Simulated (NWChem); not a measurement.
System: acetone (C3H6O); SMILES CC(C)=O

NWChem input:

```
start job
memory heap 200 mb stack 900 mb global 1100 mb
geometry units angstroms noautoz
  C     -1.284550    -0.000719    -0.615008
  C      0.000000     0.000000     0.180731
  C      1.284550     0.000719    -0.615008
  O      0.000000     0.000000     1.387736
  H     -1.329902    -0.883864    -1.272262
  H     -1.333812     0.885068    -1.268338
  H     -2.142753    -0.004571     0.068435
  H      2.142753     0.004571     0.068435
  H      1.333812    -0.885068    -1.268338
  H      1.329902     0.883864    -1.272262
end
basis spherical
  * library def2-svp
end
dft
  xc xpbe96 cpbe96
  iterations 150
  mulliken
end
task dft energy
```

Parts of the log:

```
             Northwest Computational Chemistry Package (NWChem) 7.3.0
             --------------------------------------------------------

 C2  symmetry detected

                             Geometry "geometry" -> ""
                             -------------------------

 Output coordinates in angstroms (scale by  1.889725989 to convert to a.u.)

  No.       Tag          Charge          X              Y              Z
 ---- ---------------- ---------- -------------- -------------- --------------
    1 C                    6.0000    -1.28455020     0.00005157    -0.61069075
    2 C                    6.0000     0.00000000     0.00000000     0.18504825
    3 C                    6.0000     1.28455020    -0.00005157    -0.61069075
    4 O                    8.0000     0.00000000     0.00000000     1.39205325
    5 H                    1.0000    -1.33043197    -0.88306606    -1.26794475
    6 H                    1.0000    -1.33328083     0.88586796    -1.26402075
    7 H                    1.0000    -2.14275536    -0.00328561     0.07275225
    8 H                    1.0000     2.14275536     0.00328561     0.07275225
    9 H                    1.0000     1.33328083    -0.88586796    -1.26402075
   10 H                    1.0000     1.33043197     0.88306606    -1.26794475

 Effective nuclear repulsion energy (a.u.)     119.4781053125

      Symmetry information
      --------------------

 Group name             C2
 Group number              4
 Group order               2
 No. of unique centers     6

  pbe96 is a nonlocal functional; adding pw91lda local functional.

                                 NWChem DFT Module
                                 -----------------

 Summary of "ao basis" -> "ao basis" (spherical)
 ------------------------------------------------------------------------------
       Tag                 Description            Shells   Functions and Types
 ---------------- ------------------------------  ------  ---------------------
 C                          def2-svp                 6       14   3s2p1d
 O                          def2-svp                 6       14   3s2p1d
 H                          def2-svp                 3        5   2s1p

      Symmetry analysis of basis
      --------------------------

        a          45
        b          41

            General Information
            -------------------
          SCF calculation type: DFT
          Wavefunction type:  closed shell.
          No. of atoms     :    10
          No. of electrons :    32
           Alpha electrons :    16
            Beta electrons :    16
          Charge           :     0
          Spin multiplicity:     1
          Use of symmetry is: on ; symmetry adaption is: on
          Maximum number of iterations: 150
          AO basis - number of functions:    86
                     number of shells:    42
          Convergence on energy requested:  1.00D-06
          Convergence on density requested:  1.00D-05
          Convergence on gradient requested:  5.00D-04

              XC Information
              --------------
          PerdewBurkeErnzerhof Exchange Functional  1.000
            Perdew 1991 LDA Correlation Functional  1.000 local
           PerdewBurkeErnz. Correlation Functional  1.000 non-local

             Grid Information
             ----------------
          Grid used for XC integration:  medium
          Radial quadrature: Mura-Knowles
          Angular quadrature: Lebedev.
          Tag              B.-S. Rad. Rad. Pts. Rad. Cut. Ang. Pts.
          ---              ---------- --------- --------- ---------
          C                   0.70       49          10.0       434
          O                   0.60       49           9.0       434
          H                   0.35       45          11.0       434
          Grid pruning is: on
          Number of quadrature shells:   282
          Spatial weights used:  Erf1

      Superposition of Atomic Density Guess
      -------------------------------------

 Sum of atomic energies:        -190.56125950

      Non-variational initial energy
      ------------------------------

 Total energy =    -192.873026
 1-e energy   =    -493.559692
 2-e energy   =     181.208560
 HOMO         =      -0.334349
 LUMO         =      -0.009059

      Symmetry analysis of molecular orbitals - initial
      -------------------------------------------------

  Numbering of irreducible representations:

     1 a           2 b

  Orbital symmetries:

     1 a           2 a           3 b           4 a           5 a
     6 a           7 b           8 a           9 b          10 b
    11 a          12 a          13 a          14 b          15 b
    16 b          17 b          18 a          19 b          20 a
    21 b          22 b          23 a          24 a          25 a
    26 b

     ---------------------------------------------
      Total Density - Mulliken Population Analysis
     ---------------------------------------------

    Atom       Charge   Shell Charges
 -----------   ------   -------------------------------------------------------
    1 C    6     6.26   1.99  0.97  0.16  2.08  1.05  0.02
    2 C    6     5.46   1.99  0.93  0.25  1.53  0.67  0.09
    3 C    6     6.26   1.99  0.97  0.16  2.08  1.05  0.02
    4 O    8     8.72   1.99  1.14  0.67  3.08  1.83  0.01
    5 H    1     0.87   0.65  0.20  0.03
    6 H    1     0.87   0.65  0.20  0.03
    7 H    1     0.90   0.67  0.21  0.02
    8 H    1     0.90   0.67  0.21  0.02
    9 H    1     0.87   0.65  0.20  0.03
   10 H    1     0.87   0.65  0.20  0.03

   convergence    iter        energy       DeltaE   RMS-Dens  Diis-err
 ---------------- ----- ----------------- --------- --------- ---------
 d= 0,ls=0.0,diis     1   -192.6521261462 -3.12D+02  4.98D-02  9.37D-01
 d= 0,ls=0.0,diis     2   -191.9830499527  6.69D-01  3.99D-02  7.21D+00
 d= 0,ls=0.0,diis     3   -192.7642799313 -7.81D-01  2.47D-03  3.07D-02
 d= 0,ls=0.0,diis     4   -192.7656177854 -1.34D-03  1.38D-03  1.46D-02
 d= 0,ls=0.0,diis     5   -192.7672597596 -1.64D-03  3.58D-04  5.38D-04
  Resetting Diis
 d= 0,ls=0.0,diis     6   -192.7673379808 -7.82D-05  2.65D-05  2.71D-06
 d= 0,ls=0.0,diis     7   -192.7673382404 -2.60D-07  3.57D-05  8.03D-07
 d= 0,ls=0.0,diis     8   -192.7673381121  1.28D-07  2.27D-05  1.98D-06
 d= 0,ls=0.0,diis     9   -192.7673383270 -2.15D-07  3.45D-06  2.01D-07

         Total DFT energy =     -192.767338327006
      One electron energy =     -497.319135720903
           Coulomb energy =      211.873575656704
    Exchange-Corr. energy =      -26.799883575292
 Nuclear repulsion energy =      119.478105312484

 Numeric. integr. density =       32.000016339899

                  Occupations of the irreducible representations
                  ----------------------------------------------

                     irrep           alpha         beta
                     --------     --------     --------
                     a                 9.0          9.0
                     b                 7.0          7.0

                       DFT Final Molecular Orbital Analysis
                       ------------------------------------

 Vector   14  Occ=2.000000D+00  E=-3.312977D-01  Symmetry=b
              MO Center=  5.0D-14,  1.5D-15, -2.7D-01, r^2= 3.6D+00
   Bfn.  Coefficient  Atom+Function         Bfn.  Coefficient  Atom+Function
  ----- ------------  ---------------      ----- ------------  ---------------
     4      0.290452   1 C  px               32      0.290452   3 C  px
    67     -0.282718   7 H  s                72      0.282718   8 H  s
    18     -0.221990   2 C  px                6     -0.146497   1 C  pz
    34      0.146497   3 C  pz                7      0.131215   1 C  px
    35      0.131215   3 C  px               68     -0.129109   7 H  s

 Vector   15  Occ=2.000000D+00  E=-3.107993D-01  Symmetry=b
              MO Center= -2.9D-15, -1.7D-15,  5.0D-01, r^2= 2.5D+00
   Bfn.  Coefficient  Atom+Function         Bfn.  Coefficient  Atom+Function
  ----- ------------  ---------------      ----- ------------  ---------------
    47      0.478129   4 O  py               50      0.308896   4 O  py
    19      0.263380   2 C  py                5     -0.159316   1 C  py
    22      0.159133   2 C  py               33     -0.159316   3 C  py
    57      0.140366   5 H  s                62     -0.140734   6 H  s
    77      0.140734   9 H  s                82     -0.140366  10 H  s

 Vector   16  Occ=2.000000D+00  E=-1.976426D-01  Symmetry=b
              MO Center= -1.8D-16, -2.3D-16,  8.5D-01, r^2= 1.8D+00
   Bfn.  Coefficient  Atom+Function         Bfn.  Coefficient  Atom+Function
  ----- ------------  ---------------      ----- ------------  ---------------
    46      0.579763   4 O  px               49      0.402884   4 O  px
     3      0.359150   1 C  s                31     -0.359150   3 C  s
    21      0.176851   2 C  px                4      0.169490   1 C  px
    32      0.169490   3 C  px                6      0.150678   1 C  pz
    34     -0.150678   3 C  pz                7      0.139381   1 C  px

 Vector   17  Occ=0.000000D+00  E=-4.879004D-02  Symmetry=b
              MO Center=  3.2D-15, -2.2D-15,  2.9D-01, r^2= 2.2D+00
   Bfn.  Coefficient  Atom+Function         Bfn.  Coefficient  Atom+Function
  ----- ------------  ---------------      ----- ------------  ---------------
    19      0.539094   2 C  py               22      0.485392   2 C  py
    47     -0.428210   4 O  py               50     -0.418501   4 O  py
    58      0.242906   5 H  s                63     -0.243858   6 H  s
    78      0.243858   9 H  s                83     -0.242906  10 H  s
    57      0.133682   5 H  s                62     -0.134040   6 H  s

[...]
```

Level: PBE/def2-SVP. Structure relaxed at the PBE0/def2-SVP level.
